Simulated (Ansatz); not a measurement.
# Ce (Ce, fcc): the cost of one run

Method: DFT at more than one level, as each input shows, in Ansatz 0.2.0.

### 1 The structure to begin with

The structure is cubic, space group Fm-3m (No. 225). Conventional cell: a = 4.670 Å, b = 4.670 Å, c = 4.670 Å, α = 90.00°, β = 90.00°, γ = 90.00°. Around Ce (site symmetry m-3m) lie 12 Ce at 3.30 Å.

As a file:

```
Ce
1.0
     0.00000    2.33501    2.33501
     2.33501    0.00000    2.33501
     2.33501    2.33501    0.00000
Ce
1
Cartesian
  0.0000 0.0000 0.0000
```

### 2 Ecut

input.yaml

```yaml
crystal:
  lattice:
    - [0.0, 2.3350137735, 2.3350137735]
    - [2.3350137735, 0.0, 2.3350137735]
    - [2.3350137735, 2.3350137735, 0.0]
  atoms:
    - { symbol: Ce, position: [0.0, 0.0, 0.0], spin: 1.0 }
hamiltonian:
  xc: r2scan
  pseudopotentials:
    kind: paw
    azcp:
      Ce: "pseudopotentials/Ce.paw.azcp"
basis:
  ecutwfc: 420
  fft_grid_basis: typed
kpoints:
  mp_grid: { grid: [12, 12, 12], shift: [0, 0, 0] }
magnetization:
  spin_polarized: true
scf:
  occupations: { method: fermi_dirac, width: 0.05 }
  lower_state_search: "off"
output:
  stress: true
```

On the command line:

```sh
$ ansatz run input.yaml --threads 2 --pin off --max-ram 5120MiB --backend cpu --events-out ev --progress --plain --runs-dir out
```

Q: Estimate wall time and peak memory on 2 threads of Arm Neoverse V2, shared host.

About 12 s, with a peak of 0.36 GiB.
